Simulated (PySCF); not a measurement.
Which proton of methylene fluoride is most acidic?

System: methylene fluoride, `FCF` (CH2F2). Non-hydrogen atoms are numbered in `[F:1][CH2:2][F:3]`.

Level of theory: M06-2X/ma-def2-TZVP single points in PySCF, grid level 3; every species was optimised with PBE0-D3(BJ)/ma-def2-SVP. The prefix ma- adds one diffuse s and one diffuse p function on all atoms but H. Zero-point and thermal terms (298.15 K, 1 bar) come from unscaled PBE0-D3(BJ)/ma-def2-SVP harmonic frequencies, with soft modes damped to free rotors in the entropy.

| site | product | ΔH(acid) / kcal/mol | ΔG(acid) / kcal/mol |
| --- | --- | --- | --- |
| C2 (methylene carbon) | `F[CH-]F` | 397.4 | 389.1 |

ΔH and ΔG refer to AH → A⁻ + H⁺ in the gas phase. Sites whose products fell apart, merged with another or lost in a GFN2-xTB screen aren't listed.

Vertical detachment energies of the anions: `F[CH-]F` 1.71 eV.

Deprotonation enthalpy (ΔH), Gas-phase acidity (ΔG): the gap is larger than usual, and may come from another state, site, conformer or species, from the functional or basis, or from an outlying measurement.

Measured values (NIST Chemistry WebBook, evaluated or the median of agreeing entries): deprotonation enthalpy (ΔH) 1628 kJ/mol (computed 1663, difference 35); gas-phase acidity (ΔG) 1590 kJ/mol (computed 1628, difference 37).

Hardware: 1 thread of Arm Neoverse V2, shared with other jobs. Command: `OMP_NUM_THREADS=1 python redox_run.py task.json out`. Structures, frequencies and single points: 40 s.

Differences come from unrounded values, so a last digit can differ from that of the printed terms.
